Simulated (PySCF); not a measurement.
Gas-phase reaction: 3 CH2CHF + 2 CH3C(CH3)2CH3 ⇌ 3 C2HF + 5 C2H6

Method: PySCF energies plus ideal-gas RRHO corrections (1 bar). † marks an energy on the PBE0/def2-TZVP geometry and frequencies; other levels use their own. 6-31G* has spherical d functions here. All species are closed-shell singlets. B3LYP is the form with VWN-RPA correlation. The harmonic model lacks anharmonicity and excited electronic states, which grow with temperature; levels with a mode under 35 cm⁻¹ are left out. Internal rotation in CH3C(CH3)2CH3, C2H6 is treated as a harmonic vibration of one conformer, which makes the entropy rough.

| level | ΔE electronic, kJ | ΔH°(298 K), kJ | ΔS°(298 K), J/K | ΔG°(1200 K), kJ |
|---|---|---|---|---|
| B3LYP/6-31G* | 638 | 613 | 462 | 62 |
| B3LYP/def2-TZVP† | 606 | 581 | 458 | 37 |
| HF/6-31G* | 631 | 600 | 460 | 50 |
| M06-2X/def2-TZVP† | 665 | 640 | 458 | 96 |
| PBE/def2-SVP | 673 | 650 | 461 | 103 |
| PBE/def2-TZVP† | 653 | 628 | 458 | 84 |
| PBE0/def2-SVP† | 710 | 685 | 458 | 140 |
| PBE0/def2-TZVP | 688 | 663 | 458 | 119 |
| ωB97X-V/def2-TZVP† | 710 | 686 | 458 | 141 |
ΔH° is lowest at B3LYP/def2-TZVP† and highest at ωB97X-V/def2-TZVP†. No reference value is set beside these.
